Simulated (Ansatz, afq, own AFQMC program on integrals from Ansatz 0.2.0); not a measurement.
# Where AFQMC and coupled cluster stand for HfCl⁺, singlet

```yaml
atoms:
  - { symbol: Hf, position_ang: [0.0000, 0.0000, 0.0000] }
  - { symbol: Cl, position_ang: [0.0000, 0.0000, 2.3043] }
```

Basis def2-SVP with its core potentials. Only valence electrons are correlated. Integrals, coupled cluster, full CI and functionals: Ansatz 0.2.0; the random walks run on the same integrals in our own AFQMC program. The CISD trial takes its coefficients from CCSD amplitudes. Released means that phaseless walkers are propagated on without the constraint, phases kept. Uncertainties: one standard error, sampling alone. No spin–orbit coupling. The metal's outer-core s and p shells are frozen, which shifts wave-function levels against functionals.

Determinant: RHF, the one that the program's search chose, which needn't be the lowest solution. The geometry is a PBE0/def2-TZVP stationary point of this or a neighbouring charge and spin state.

No full CI on the walks' own integrals is used here; CCSDTQ serves as the reference and is uncertain by about the last step of the cluster series.

Cautions: no spin-orbit coupling; outer-core shells of the metal frozen; restricted determinant unstable towards unrestricted (UHF 609 meV lower, ⟨S²⟩ 0.91).

- T1 diagnostic: 0.0254
- weight of the determinant in the CISD state: 0.814
- size of the correlated space: 10 electrons in 41 orbitals

Reference: CCSDTQ, correlation energy -5.965 eV. The released energy is read at 3.00 1/Eh, later times being too noisy (meV from the phaseless value at times in 1/Eh: -12 ± 3 at 0.60, -13 ± 3 at 1.20, -13 ± 3 at 2.00, -21 ± 8 at 3.00, -13 ± 10 at 4.20).

| level | E − E(reference) (kcal/mol) | share of correlation (%) |
| --- | --- | --- |
| HF | 137.56 | 0.00 |
| MP2 | 21.74 | 84.19 |
| CCSD | 6.68 | 95.14 |
| CCSD(T) | 0.89 | 99.35 |
| CCSDT | 0.25 | 99.82 |
| CCSDT(Q) | -0.13 | 100.09 |
| ph-AFQMC/CISD | 0.67 ± 0.07 | 99.52 |
| released AFQMC | 0.19 ± 0.17 | 99.86 |

CCSDT and higher add their correlation energy to the determinant of the CCSD(T) run, since their own runs factorise the integrals more tightly (a shift of under 2 meV). A walk keeps the symmetry of its determinant, which the program's search chose and which needn't be the lowest solution, so a lower state of the same spin and another symmetry isn't excluded. Released energies are given only where the last usable release times agree within the noise; a slower fall can still hide under it.
